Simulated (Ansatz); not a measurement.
System: bcc Na. Method: r²SCAN50 (plane waves, PAW; Ansatz, a quantum-chemistry and plane-wave program).

Settings: plane-wave cutoff 520 eV, 10×10×10 k mesh, Fermi–Dirac smearing 0.05 eV, scalar-relativistic PAW data made under PBE.

Energies at three volumes about the minimum:

```csv
V (Å³/atom),E − E_lowest (meV/atom)
37.483,0.54
38.236,0.00
39.405,0.50
```

Task: Fit a parabola by hand: where is the minimum, what lattice constant follows, and what is the bulk modulus?

Result: Slopes: (0.00 − 0.54)/(38.236 − 37.483) = -0.717 and (0.50 − 0.00)/(39.405 − 38.236) = 0.428 meV/Å³. Curvature E″ = 2 × (0.428 − (-0.717))/(39.405 − 37.483) = 1.191 meV/Å⁶. From the middle of the first interval, the slope vanishes at V0 = 37.8595 − (-0.717)/1.191 = 38.462 Å³/atom. B = V0 E″ = 38.462 × 1.191 meV/Å³ × 0.1602 GPa per meV/Å³ = 7.34 GPa. With 2 atoms in the cube, a = (2 × 38.462)^(1/3) = 4.253 Å. The full Birch–Murnaghan fit to all volumes gives V0 = 38.445 Å³/atom and B0 = 7.31 GPa.

Measured, for comparison: bulk modulus 7.9 GPa (0 K value with the zero-point phonon effect removed, our sources range from 7.63 to 7.91; as tabulated in Mejia-Rodriguez and Trickey (2018), arXiv:1807.09216); lattice constant a 4.214 Å (static lattice: zero-point anharmonic expansion removed, our sources range from 4.207 to 4.214; as tabulated in Mejia-Rodriguez and Trickey (2018), arXiv:1807.09216). Computed (rounded) less measured: bulk modulus -7 % (-4 % to -8 % over the range).
